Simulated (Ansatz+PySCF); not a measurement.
Two shapes of doublet C₂H₃O.

Shape 1:

```xyz
6

H     0.0000   -1.0072   -1.1851
C     0.0000   -0.0280   -0.7210
C     0.0000    0.0634    0.7003
H     0.0000    1.0369    1.1116
H     0.0000    0.8590   -1.3437
O     0.0000   -0.9241    1.4379
```

Shape 2:

```xyz
6

H     0.0000   -1.0226   -1.1916
C     0.0000   -0.0434   -0.7275
C     0.0000    0.0481    0.6938
H     0.0000    1.1137    1.1441
H     0.0000    0.8437   -1.3502
O     0.0000   -0.9395    1.4314
```

Basis set: cc-pVTZ (spherical functions). Frozen core: 3 orbitals. Correlation on ROHF uses semicanonical orbitals with singles. Charge 0, multiplicity 2.

Computed with Ansatz (development build ahead of 0.2.0) and PySCF 2.14.0; each method stands on the lowest determinant of its kind that the runs found.

**Question.** Which shape is lower in energy, and by how much in each method?

**Answer.**

```csv
method,E(2) − E(1) (eV)
ROHF,0.051
UHF,0.059
ROHF-MP2,0.012
UHF-MP2,0.012
ROHF-CCSD(T),0.006
```

Shape 1 is lower. Caution for UHF, UHF-MP2: the unrestricted determinant is spin contaminated. Caution for ROHF-MP2, UHF-MP2: forces differ strongly between restricted and unrestricted references.
